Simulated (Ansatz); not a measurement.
A structure drawn as `C1CC2=C1CC2`, with this starting geometry:

```xyz
14

C    -1.600    0.048   -0.588
C    -0.863   -1.345   -0.594
C     0.309   -0.585   -0.003
C    -0.309    0.585    0.003
C     0.862    1.344    0.597
C     1.601   -0.048    0.586
H    -1.859    0.428   -1.575
H    -2.472    0.096    0.062
H    -1.311   -2.096    0.053
H    -0.699   -1.765   -1.585
H     1.310    2.100   -0.047
H     0.696    1.759    1.589
H     2.469   -0.094   -0.069
H     1.866   -0.428    1.571
```

The species carries charge 0 and has multiplicity 1.

Task: Does it keep its bonds when Ansatz relaxes it at PBE-D4/def2-SVP and then PBE0-D4/def2-TZVP?

Result: Yes, every drawn bond is still there and no new one forms.

Task: Give the relaxed structure. (An estimate is asked.)

Result: Ansatz gave: 
Z-matrix (Å, degrees):
```
C
C 1 1.520
C 1 1.591 2 84.8
H 1 1.093 2 116.6 3 114.7
H 1 1.093 2 116.6 3 -114.7
C 2 1.520 1 169.5 3 180.0
C 2 1.314 1 95.2 3 -0.0
H 3 1.093 1 114.4 2 116.9
H 3 1.093 1 114.4 2 -116.9
C 6 1.591 2 84.8 1 -180.0
H 6 1.093 2 116.6 1 -65.3
H 6 1.093 2 116.6 1 65.4
H 10 1.093 6 114.4 2 116.9
H 10 1.093 6 114.4 2 -116.9
```
All modes are real.

Atoms count as bonded under 1.1 times the sum of their covalent radii (H–H under 0.85 Å, pairs among N, O and F under 1.55 Å), and a drawn bond as lost past 1.3 times.
